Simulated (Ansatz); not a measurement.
# H6Si2: the cost of one run

Method: RKS PBE0/cc-pVDZ, in Ansatz 0.2.0.

## (1) The structure to begin with

Bond lengths: Si1–Si2 2.420 Å, Si2–H3 1.460 Å, Si2–H4 1.460 Å, Si2–H5 1.460 Å, Si1–H6 1.660 Å, Si1–H7 1.459 Å, Si1–H8 1.459 Å. Angles: Si1–Si2–H3 78.1°, Si1–Si2–H4 130.9°, Si1–Si2–H5 113.2°, H3–Si2–H4 109.4°, H3–Si2–H5 109.4°, H4–Si2–H5 109.4°, Si2–Si1–H6 55.0°, Si2–Si1–H7 122.4°, Si2–Si1–H8 122.4°, H6–Si1–H7 118.9°, H6–Si1–H8 118.9°, H7–Si1–H8 109.5°.

As a file:

```xyz
8

Si    0.0000    0.0000    0.0000
Si    1.3097    0.0000    2.0349
H    -0.0051   -0.4067    2.5222
H     2.3193   -0.9353    2.5222
H     1.6149    1.3420    2.5222
H     1.6588    0.0000    0.0648
H    -0.6877    1.1914   -0.4862
H    -0.6877   -1.1914   -0.4862
```

## (2) Pulling towards end A

Springs on the bonds that form and break draw the guess towards this end; the thresholds are loose.

The input, input.yaml:

```yaml
crystal:
  periodic: [false, false, false]
  atoms:
    - { symbol: Si, position_ang: [0.0, 0.0, 0.0] }
    - { symbol: Si, position_ang: [1.3097, 0.0, 2.0349] }
    - { symbol: H, position_ang: [-0.0051, -0.4067, 2.5222] }
    - { symbol: H, position_ang: [2.3193, -0.9353, 2.5222] }
    - { symbol: H, position_ang: [1.6149, 1.342, 2.5222] }
    - { symbol: H, position_ang: [1.6588, 0.0, 0.0648] }
    - { symbol: H, position_ang: [-0.6877, 1.1914, -0.4862] }
    - { symbol: H, position_ang: [-0.6877, -1.1914, -0.4862] }
basis:
  gaussian: { orbitals: cc-pVDZ }
hamiltonian:
  xc: pbe0
relax:
  f_tol: 0.15
  max_steps: 25
  restrain:
    - { distance: [1, 5], at: 2.66, k: 30.0 }
    - { distance: [0, 1], at: 2.22, k: 30.0 }
    - { distance: [0, 5], at: 1.46, k: 30.0 }
```

Started as:

```
$ ansatz run input.yaml --threads 1 --pin off --max-ram 2048MiB --backend cpu --events-out ev --progress --plain --runs-dir out
```

What time and memory should one allow on 1 thread of Arm Neoverse V1, shared host?

About 15 s, with a peak of 0.12 GiB.
